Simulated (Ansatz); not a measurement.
# SiH4O2 (SMILES O[SiH2]O): a rigid scan of the angle H5–Si2–O3

How does the energy rise as the angle H5–Si2–O3 leaves its equilibrium value, and do density functionals follow CCSD(T)? No other atom is relaxed.

The runs use Ansatz 0.2.0, Gaussian basis; single points in def2-TZVPP.

Levels: PBE-D4, r2SCAN-D4, PBE0-D4, B3LYP-D4, wB97M-V, Hartree-Fock, MP2, CCSD, CCSD(T). The scan takes 73.8, 81.3, 88.8, 96.3, 103.8, 111.3, 118.8, 126.3, 133.8°.

Correlated methods freeze the cores. B3LYP uses VWN-RPA correlation.

38 further runs of the same task are left out: 38 set aside as unsound or not needed.

## (1) Starting geometry

The minimum, relaxed at PBE0-D4: SMILES `O[SiH2]O`, 7 atoms, charge 0, spin multiplicity 1.

Atoms are counted from 1 here; the program's logs count them from 0.

Bond lengths: O1–Si2 1.642 Å, O1–H4 0.958 Å, Si2–O3 1.642 Å, Si2–H5 1.481 Å, Si2–H6 1.481 Å, O3–H7 0.958 Å. Angles: Si2–O1–H4 117.7°, O1–Si2–O3 113.5°, O1–Si2–H5 111.5°, O1–Si2–H6 103.9°, O3–Si2–H5 103.8°, O3–Si2–H6 111.5°, H5–Si2–H6 112.9°, Si2–O3–H7 117.7°.

As a file:

```xyz
7
H4O2Si
O    -1.4110   -0.1288    0.2647
Si    0.1202    0.4080    0.0144
O     1.1880   -0.7927   -0.3224
H    -1.8734   -0.5206   -0.4777
H     0.1973    1.2933   -1.1705
H     0.4643    1.1019    1.2768
H     1.3760   -1.4291    0.3691
```

Energies of the minimum (eV), from earlier single points: PBE-D4 -12033.05449, r2SCAN-D4 -12038.89437, PBE0-D4 -12033.89191, B3LYP-D4 -12042.48654, wB97M-V -12039.70416, CCSD(T) -12022.62200.

At the minimum the angle H5–Si2–O3 is 103.8°.

## (2) H5–Si2–O3 = 73.8°

ccsdt-tzvpp/in.yaml reads:

```yaml
crystal:
  periodic: [false, false, false]
  atoms:
    - {symbol: O, position_ang: [-1.411040, -0.128767, 0.264678]}
    - {symbol: Si, position_ang: [0.120176, 0.407969, 0.014363]}
    - {symbol: O, position_ang: [1.187966, -0.792714, -0.322380]}
    - {symbol: H, position_ang: [-1.873391, -0.520616, -0.477713]}
    - {symbol: H, position_ang: [0.693081, 0.725059, -1.314132]}
    - {symbol: H, position_ang: [0.464347, 1.101869, 1.276811]}
    - {symbol: H, position_ang: [1.375979, -1.429113, 0.369068]}
basis:
  gaussian: {orbitals: def2-TZVPP}
correlation: {method: ccsd_t}
```

No record of the launch command was kept for these runs.

After this run come: H5–Si2–O3 = 81.3°; H5–Si2–O3 = 88.8°; H5–Si2–O3 = 96.3°; H5–Si2–O3 = 103.8°; H5–Si2–O3 = 111.3°; H5–Si2–O3 = 118.8°; H5–Si2–O3 = 126.3°; H5–Si2–O3 = 133.8°.

Before running it: what results should come out? Wanted: highest point, CCSD(T); lowest point, CCSD(T); minimum along the scan, CCSD(T); RMS deviation from CCSD(T); largest T1 diagnostic.

As calculated:

| quantity | value |
| --- | --- |
| highest point, CCSD(T) | 0.924 eV at 73.8° |
| lowest point, CCSD(T) | 0.000 eV at 103.8° |
| minimum along the scan, CCSD(T) | 103.9° |
| curvature there | 1.76 meV/deg² |
| RMS deviation from CCSD(T) | PBE-D4 0.040, r2SCAN-D4 0.013, PBE0-D4 0.017, B3LYP-D4 0.009, wB97M-V 0.011, Hartree-Fock 0.068, MP2 0.007, CCSD 0.008 eV |
| largest T1 diagnostic | 0.012 |

In words: A polynomial through the near points puts the CCSD(T) minimum 0.1° above the PBE0-D4 value. Curvature against CCSD(T): PBE-D4 -8 %, Hartree-Fock +11 %. MP2 follows the CCSD(T) curve best and Hartree-Fock worst.
